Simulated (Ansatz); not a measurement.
**SiH4S (triplet): the correlation ladder at distance Si1–H5 along a hydrogen transfer = 1.838 Å, cc-pVDZ**

One table from this session's results is given with a row withheld; the runs are named, their logs left out.

Program: Ansatz 0.2.0, Gaussian basis. Level of theory: cc-pVDZ, core rule «outside noble gas», up to 10 orbitals frozen. These are calculated values, not measurements.

To be run: UHF; CCSD(T) on ROHF; CCSD(T) on UHF; BCCD(T) on ROHF; CISD; CCSDT(Q) on ROHF; CCSDT(Q) on UHF; CASSCF and MRCISD+Q, 4 electrons in 4 orbitals; CASSCF and NEVPT2, 4 electrons in 4 orbitals.

11 further runs of the same task are left out: 1 for a mislabelled method, 7 that didn't finish, 3 set aside as unsound or not needed.

### What is computed

The geometry derives from fragments relaxed apart (PBE0/def2-TZVP) and kept rigid, so it is no stationary point. A hydrogen atom is moved between rigid fragments.

6 atoms, charge 0, spin multiplicity 3.

Atoms are counted from 1 here; the program's logs count them from 0.

Bond lengths: Si1–H2 1.485 Å, Si1–H3 1.485 Å, Si1–H4 1.485 Å. Angles: H2–Si1–H3 109.5°, H2–Si1–H4 109.5°, H3–Si1–H4 109.5°.

Geometry (Å):

```
Si   -1.8490    0.0000    0.0000
H    -2.3439    1.3997    0.0000
H    -2.3439   -0.6999    1.2122
H    -2.3439   -0.6999   -1.2122
H    -0.0110    0.0000    0.0000
S     1.8410    0.0000    0.0000
```

Set-up of the first run:

Input file in.yaml:

```yaml
crystal:
  periodic: [false, false, false]
  atoms:
    - {symbol: Si, position_ang: [-1.849047, 0.000000, 0.000000]}
    - {symbol: H, position_ang: [-2.343919, 1.399708, 0.000001]}
    - {symbol: H, position_ang: [-2.343919, -0.699854, 1.212183]}
    - {symbol: H, position_ang: [-2.343919, -0.699854, -1.212182]}
    - {symbol: H, position_ang: [-0.011047, 0.000000, 0.000000]}
    - {symbol: S, position_ang: [1.840953, 0.000000, 0.000000]}
basis:
  gaussian: {orbitals: cc-pVDZ}
magnetization: {spin_polarized: true, initial_magnetization: 2}
hamiltonian: {xc: hf}
output: {orbitals: {seedname: orbitals}}
```

Command:

```
ansatz run in.yaml --threads 1 --pin off --events-out ev --progress --plain --max-ram 2393MiB
```

Among the steps run: UHF; CCSD(T) on ROHF; CCSD(T) on UHF; BCCD(T) on ROHF; CISD; CCSDT(Q) on ROHF; CCSDT(Q) on UHF; CASSCF and MRCISD+Q, 4 electrons in 4 orbitals; CASSCF and NEVPT2, 4 electrons in 4 orbitals.

One of the session's tables, all rows but one given; the rest of the session is left out.

```
       method  from UCCSDT(Q) (kcal/mol)
         ROHF                    +173.01
          UHF                    +167.44
         RMP2                     +35.19
         UMP2                          ?
         CISD                     +20.52
        RCCSD                      +4.32
        UCCSD                      +4.19
     RCCSD(T)                      +0.93
     UCCSD(T)                      +0.93
      BCCD(T)                      +0.91
       RCCSDT                      +0.19
       UCCSDT                      +0.18
    RCCSDT(Q)                      +0.01
    UCCSDT(Q)                          0
  CASSCF pair                    +158.88
  NEVPT2 pair                     +32.62
  MRCISD pair                     +17.18
MRCISD+Q pair                      +1.23
```

**Question.** Estimate the row for UMP2.

As computed: from UCCSDT(Q) (kcal/mol): +35.67. In the column «from UCCSDT(Q) (kcal/mol)» it lies between RMP2 (+35.19) and CASSCF pair (+158.88).

To keep in mind: Restricted and unrestricted rows rest on different reference determinants; where their highest levels disagree by more than a few hundredths of an eV, they describe different states and don't form one ladder.
